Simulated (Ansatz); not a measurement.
Elements on the sites of an ideal bcc lattice, at a guessed lattice constant:

```
Si Sc
1.0
     7.21381    0.00000    0.00000
     0.00000    7.21381    0.00000
     0.00000    0.00000    7.21381
Si Sc
2 14
Direct
  0.25000 0.25000 0.25000
  0.75000 0.75000 0.25000
  0.00000 0.00000 0.00000
  0.50000 0.00000 0.00000
  0.00000 0.50000 0.00000
  0.00000 0.00000 0.50000
  0.50000 0.50000 0.00000
  0.50000 0.00000 0.50000
  0.75000 0.25000 0.25000
  0.00000 0.50000 0.50000
  0.25000 0.75000 0.25000
  0.25000 0.25000 0.75000
  0.50000 0.50000 0.50000
  0.75000 0.25000 0.75000
  0.25000 0.75000 0.75000
  0.75000 0.75000 0.75000
```

Cell and atoms were relaxed without symmetry on coarser meshes and computed once more. Level of theory: Ansatz, DFT PBE, scalar-relativistic, plane waves, PAW.

Settings: cutoff 420 eV, Γ-centred mesh 5×5×5 on the computed 16-atom cell, Gaussian smearing of 0.10 eV; no spin polarisation.

The relaxation ran on 2×2×2 (shifted) and then 3×3×3 k points with a smearing of 0.1 eV, from sites shaken by 0.02 Å.

**Question.** What does the relaxation give?

**Answer.** A volume of 22.26 Å³/atom and no gap on the mesh. It lies 0.16 eV/atom below the elements' standard states (static lattices, no corrections for gases). The atoms leave their sites by 0.52 Å (root mean square) and 0.65 Å at most, and the cell stretches by up to 12.0 % at fixed volume, so the lattice hasn't survived.

```xyz
16
Lattice="7.4468 -0.0013 0.4232 0.0002 6.3268 -0.0022 0.4200 -0.0032 7.5820" Properties=species:S:1:pos:R:3 pbc="T T T"
Si    2.3154    1.5842    2.3094
Si    5.3413    4.7478    1.9010
Sc    0.2553    0.0037    0.4287
Sc    3.7590    0.0704    7.5249
Sc    0.2551    3.1708    0.4273
Sc    7.3998    0.0018    3.7823
Sc    3.7587    3.0917    7.5235
Sc    4.3157    6.2583    4.2660
Sc    5.1705    1.5855    1.8235
Sc    7.4000    3.1617    3.7817
Sc    2.4848    4.7469    2.3856
Sc    1.8773    1.5836    5.2511
Sc    4.3156    3.2370    4.2684
Sc    6.2446    1.5822    6.2198
Sc    1.8301    4.7470    5.5715
Sc    6.1974    4.7454    6.5405
```

Cost: 2 runs of about 3.4 core-minutes in all (earlier runs that led there not counted), on AMD EPYC 9R45 (Zen 5) (shared hosts).